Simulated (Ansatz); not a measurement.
Input file:

```yaml
crystal:
  periodic: [false, false, false]
  atoms:
    - {symbol: Ge, position_ang: [0.000000, 0.000000, 2.408427]}
    - {symbol: Mg, position_ang: [0.000000, 0.000000, -0.355573]}
    - {symbol: H, position_ang: [0.000000, 0.000000, -2.052855]}
basis:
  gaussian: {orbitals: 6-31G}
magnetization: {spin_polarized: true, initial_magnetization: 3}
hamiltonian: {xc: {name: PBE}}
output: {orbitals: {seedname: orbitals}}
```

```sh
$ ansatz run in.yaml --threads 1 --pin off --events-out ev --progress --plain --max-ram 2393MiB
```

Roughly how long does this take on 1 thread of AMD EPYC 9B14, shared host, and how much host memory?

0.81 s wall and 0.12 GiB.

```
532 factors; their error is unknown
mean field evaluation 1: about -61953.1859 eV, gradient 1.0e1 eV
mean field evaluation 2: about -61951.9244 eV, gradient 1.4e1 eV
mean field evaluation 4: about -61954.4504 eV, gradient 9.9e-1 eV
mean field evaluation 8: about -61954.4153 eV, gradient 6.5e-2 eV
mean field evaluation 16: about -61954.4153 eV, gradient 1.8e-5 eV
mean field -61954.41532083 eV, -2276.7827688296 hartree, gradient 1.8e-5 eV, S^2 3.750925; 0 other end points of the search recorded, 0 dependent functions left out
reference -61954.41536422 eV, -2276.7827704242 hartree; 24, 21 occupied and 20, 23 virtual orbitals, 532 factors
Total energy: -61954.41536422 eV, -2276.7827704242 hartree
```
